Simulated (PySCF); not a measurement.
## Be: ionisation energy

Be [He] 2s2 (1S) → Be⁺ [He] 2s1 (2S), as a difference of total energies. Calculation: PySCF 2.14, in jorge-DZP-DKH (4s2p1d, 15 functions); scalar relativity by spin-free X2C-1e. Correlated levels: valence: 1s2 frozen. The calculations carry no spin-orbit coupling.

```tsv
method	ionisation energy (eV)	error (eV)
UHF	8.037	-1.286
LDA	9.015	-0.308
BP86	9.103	-0.220
MP2 (valence)	8.737	-0.586
SCS-MP2 (valence)	8.876	-0.447
CCSD (valence)	9.268	-0.055
```

Reference: 9.323 eV (measured; NIST Atomic Spectra Database, ionization energies).

Errors of the correlated levels include the incompleteness of this basis and the frozen core.

With two correlated electrons CCSD is exact in that space.
